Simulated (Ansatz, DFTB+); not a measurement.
Elastic constant C12 (GPa) of solids drawn from the class of elemental solids other than molecular ones, at two levels: GFN1-xTB as cut by DFTB+ (DFTB+), and r²SCAN (plane waves, PAW; Ansatz, a quantum-chemistry and plane-wave program).

```json
[
 {"solid": "hcp Re", "GFN1-xTB as cut by DFTB+": "65.6", "r²SCAN": "292", "shift (%)": "+345"},
 {"solid": "fcc Rh", "GFN1-xTB as cut by DFTB+": "137", "r²SCAN": "199", "shift (%)": "+45"},
 {"solid": "hcp Os", "GFN1-xTB as cut by DFTB+": "121", "r²SCAN": "237", "shift (%)": "+96"},
 {"solid": "hcp Tc", "GFN1-xTB as cut by DFTB+": "88.4", "r²SCAN": "242", "shift (%)": "+174"},
 {"solid": "hcp Ru", "GFN1-xTB as cut by DFTB+": "96.4", "r²SCAN": "198", "shift (%)": "+105"},
 {"solid": "hcp Zr", "GFN1-xTB as cut by DFTB+": "19.8", "r²SCAN": "65.1", "shift (%)": "+229"},
 {"solid": "hcp Be", "GFN1-xTB as cut by DFTB+": "38.4", "r²SCAN": "18.6", "shift (%)": "-52"},
 {"solid": "fcc Cu", "GFN1-xTB as cut by DFTB+": "69.8", "r²SCAN": "143", "shift (%)": "+105"},
 {"solid": "fcc Ir", "GFN1-xTB as cut by DFTB+": "137", "r²SCAN": "249", "shift (%)": "+82"}
]
```

The shifts run from -52 % to +345 %, with a median of +105 %.

Of 9 rows, r²SCAN is the larger in 8 and the smaller in 1.

Ansatz's runs of these crystals have no spin polarisation. Meta-GGAs and exact exchange favour moments, which can bear on fcc Rh.

Spin–orbit coupling is left out, also for the solids with elements from indium on (hcp Re, hcp Os, fcc Ir); its size isn't shown.

Each level is taken at its own relaxed cell. Caveats: codes differ in how they cut the long-range tail of xTB's charge interaction in a crystal, so the value belongs to this code (GFN1-xTB as cut by DFTB+: hcp Re, fcc Rh, hcp Os, hcp Tc, hcp Ru, hcp Zr and 3 more); the method was fitted mainly to molecules (GFN1-xTB as cut by DFTB+: hcp Re, fcc Rh, hcp Os, hcp Tc, hcp Ru, hcp Zr and 3 more); the relaxed volume lies over a fifth from the starting cell (GFN1-xTB as cut by DFTB+: hcp Zr, hcp Be). Ansatz's density-functional and Hartree–Fock values are scalar-relativistic unless marked +SOC, with PAW data made under PBE.
